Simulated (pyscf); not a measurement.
`[SiH2]=[S]` + `[SH2]` → `[S]=[SiH][SH]` + `[H][H]` (four-centre exchange; singlet surface; H–Si, H–S broken, S–Si, H–H formed). Single points on ωB97X-D3(BJ)/def2-SVP structures (PySCF, gas phase). Energies in kcal/mol from the separated reactants.

```csv
level,barrier,reaction energy
ωB97X-D3(BJ)/def2-TZVP,…,-19.9
PBE/def2-TZVP,7.0,-17.8
r²SCAN/def2-TZVP,7.6,-19.0
M06-2X/def2-TZVP,14.3,-17.9
ωB97M-D3(BJ)/def2-TZVP,…,…
HF/def2-TZVP,34.6,-10.6
```

Some entries are withheld; supply them.


- ωB97X-D3(BJ)/def2-TZVP, barrier: 12.7
- ωB97M-D3(BJ)/def2-TZVP, barrier: 15.3
- ωB97M-D3(BJ)/def2-TZVP, reaction energy: -16.1

The functionals in the table span 8.3 kcal/mol in this barrier, from PBE to ωB97M-D3(BJ)/def2-TZVP. On the reactant side the descent ends in an adduct with a S–Si contact, 13.5 kcal/mol under the separated species and 26.2 kcal/mol under the saddle at ωB97X-D3(BJ)/def2-TZVP. What is counted as formed (S–Si) is already present as a longer contact in the reactant adduct; forming that adduct is a step of its own. The same reactants have a lower exit, to HS–SiH₂–SH (barrier -3.4 kcal/mol at ωB97M-D3(BJ)/def2-TZVP, against +15.3 kcal/mol here). This is the saddle that the search found; another between the same sides may lie lower.
